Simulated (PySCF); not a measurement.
Compound: C2H2N3 (charge -1).
Z-matrix (Å and degrees, GFN2-xTB geometry), rows numbered from 1:
```
C 
C   1  1.3858
N   2  1.3423  1  107.29
N   3  1.3198  2  106.88  1     0.02
N   4  1.3198  3  111.65  2    -0.02
H   1  1.0822  2  130.19  3   179.97
H   2  1.0822  1  130.21  3  -179.96
```

The closed-shell ground state was solved at several levels (PySCF, density fitting, gas phase, non-relativistic). No diffuse functions stand in pcJ-1 and pcSseg-1, which bears on an anion's orbital energies.

```csv
level,basis functions,total energy (Eh),HOMO (eV),LUMO (eV),gap (eV)
PBE0/def2-SVPD,116,-241.2265,-1.51,5.20,6.71
B3LYP/pcJ-1,155,-241.6625,-1.03,6.30,7.33
```

Question: What might PBE0/pcSseg-1 (95 basis functions) give for the same quantities?

Answer: Total energy -241.3614 Eh, HOMO -1.30 eV, LUMO 6.60 eV, gap 7.90 eV.

Question: Over all these levels, which gives the widest orbital gap and which the narrowest?

Answer: PBE0/pcSseg-1 has the widest, 7.90 eV, and PBE0/def2-SVPD the narrowest, 6.71 eV. The two share the functional. From the narrowest to the widest the HOMO moves by +0.21 eV and the LUMO by +1.40 eV.
